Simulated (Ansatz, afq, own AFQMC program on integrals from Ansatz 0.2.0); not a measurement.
SiH₂, triplet: energetics from AFQMC and coupled cluster

```xyz
3

Si    0.0000   -0.0507    0.0000
H     0.0000    0.7069   -1.2784
H     0.0000    0.7069    1.2784
```

Geometry: a PBE0/def2-TZVP stationary point, not shown to be a minimum. Basis cc-pVDZ. Noble-gas cores (and the filled d shells of Ga–Kr and In–Xe) are frozen. AFQMC by an in-house program on the Cholesky factors that Ansatz 0.2.0 writes for its CCSD(T) run. ph-AFQMC/CISD is guided by a CISD state made of CCSD amplitudes; releasing the constraint for a short imaginary time cuts its bias at the price of noise, slowly where states lie close. Uncertainties: one standard error, sampling alone.

Best estimates are CCSD(T) at the basis-set limit (def2-TZVPP/QZVPP) plus the step from CCSD(T) to the highest rung at hand in cc-pVDZ, named in the table (released AFQMC can keep some 10 meV of bias). No zero-point, core-correlation or spin–orbit terms. Other levels are in cc-pVDZ, the functionals in def2-TZVP; a dash marks a level that is missing or breaks spin symmetry for a member.

Cautions: SiH₂ (triplet): another spin lies lower.

| process | B3LYP (kJ/mol) |
| --- | --- |
| to charge +1, doublet (vertical) | 786 |
| to free atoms | 557 |

Question: From these values, estimate the best estimates.

Answer: 
```tsv
process	best estimate (kJ/mol)	highest rung
to charge +1, doublet (vertical)	793	FCI
to free atoms	559	FCI
```

Errors against the best estimates in kJ/mol, in the same order:

```
        level   error, 1   error, 2
          MP2        -20        -59
      CCSD(T)        -16        -49
ph-AFQMC/CISD  -15 ± 0.1  -49 ± 0.1
  CCSD(T)/CBS          0          0
          PBE          2         -8
       r2SCAN         16         18
         PBE0          5         -6
        B3LYP         -7         -3
      wB97M-V        -23        -11
       B2PLYP        -17        -14
```

Cost at the first geometry (cards were shared with other jobs): PBE0/cc-pVDZ, 0.33 s on 1 thread of AMD EPYC 7R13 Processor (Zen 3), on a shared host; UCCSD(T)/cc-pVDZ, 2.7 s on 1 × NVIDIA H100 80GB HBM3 with 1 thread of AMD EPYC 7R13 Processor (Zen 3), on a shared host; CCSD(T)/def2-QZVPP, 5.5 s on 1 × NVIDIA H100 80GB HBM3 with 1 thread of AMD EPYC 7R13 Processor (Zen 3), on a shared host; CCSDT(Q), 6 s on 1 × NVIDIA H100 80GB HBM3 with 1 thread of AMD EPYC 7R13 Processor (Zen 3) (shared host); ph-AFQMC/CISD with release, 21 s on 1 × NVIDIA H100 80GB HBM3 with 2 threads of AMD EPYC 7R13 Processor (Zen 3) (shared host).

Best estimates are given only where the step beyond CCSD(T) is under 0.3 eV and no member's determinant is very poor (T1 over 0.05, or 0.07 for open shells, ⟨S²⟩ too high by 0.3, two states mixed), so the hardest cases are missing from such tables.

The functionals ran in a triple-zeta set and keep a basis error of their own, a few kJ/mol for each bond in atomization energies and more for double hybrids, so close places among them and the extrapolated levels can swap.

CCSDT and higher add their correlation energy to the determinant of the CCSD(T) run, since their own runs factorise the integrals more tightly (a shift of under 2 meV). Each member of a difference takes its own highest rung, so a best estimate needn't equal the limit plus the step of one row. A walk keeps the symmetry of its determinant, which the program's search chose and which needn't be the lowest solution, so a lower state of the same spin and another symmetry isn't excluded.
